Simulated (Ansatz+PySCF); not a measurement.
**triplet B₂: levels of theory in one basis**

```yaml
atoms:
  - { symbol: B, position_ang: [0.0000, 0.0000, -1.8098] }
  - { symbol: B, position_ang: [0.0000, 0.0000, 1.8098] }
```

Basis set: 6-31G (spherical functions). Frozen core: 2 orbitals. Correlation on ROHF uses semicanonical orbitals with singles. Charge 0, multiplicity 3.

Computed with Ansatz (development build ahead of 0.2.0); each method stands on the lowest determinant of its kind that the runs found.

```
      method  E − E(ROHF) (eV)  <S²> of the determinant
        ROHF              0.00                     2.00
         UHF             -0.01                     2.00
    ROHF-MP2             -1.28                        –
     UHF-MP2             -1.28                     2.00
   ROHF-CCSD             -2.31                        –
ROHF-CCSD(T)             -2.34                        –
```

Problem. What does full CI (lowest root of this spin) give on the same scale?

Solution. -2.41 eV.

At such a shape the full CI root can have another spatial symmetry than the determinants, so the rows needn't describe one state.

Problem. Is a single determinant a sound starting point here?

Solution. Only with care. Unrestricted orbitals gain 0.01 eV and <S²> is 2.00 against 2.00 for a pure state, but bonds are stretched.

Caution for ROHF-MP2, UHF-MP2, ROHF-CCSD, ROHF-CCSD(T): bonds are stretched, where a single reference can fail.
